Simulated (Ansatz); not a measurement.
`F[B]S` radical. Charge 0, multiplicity 2.

Z-matrix (Å, degrees):
```
B
F 1 1.307
S 1 1.792 2 122.4
H 3 1.342 1 94.5 2 -180.0
```

(1) What are the harmonic wavenumbers in cm⁻¹ at PBE0-D4/def2-TZVP (Ansatz, finite differences of forces, unscaled)? (An estimate is asked.)

(2) Is this a minimum?

(3) Give the ideal-gas thermochemistry at 298.15 K and 1 bar (rigid rotor, harmonic oscillator; point group Cs, symmetry number 1).

(4) Rotational constants (cm⁻¹)?

Results:

(1) Computed: 337, 418, 743, 872, 1348, 2724.

(2) Yes, all 6 modes are real.

(3) Zero-point energy 38.5 kJ/mol; H(298) − E = 50.6 kJ/mol; entropy 270.9 J/(mol·K), of which translation 160.5, rotation 93.9, vibration 10.7, electronic 5.8; G(298) − E = -30.1 kJ/mol.

(4) 2.932, 0.177, 0.1669.
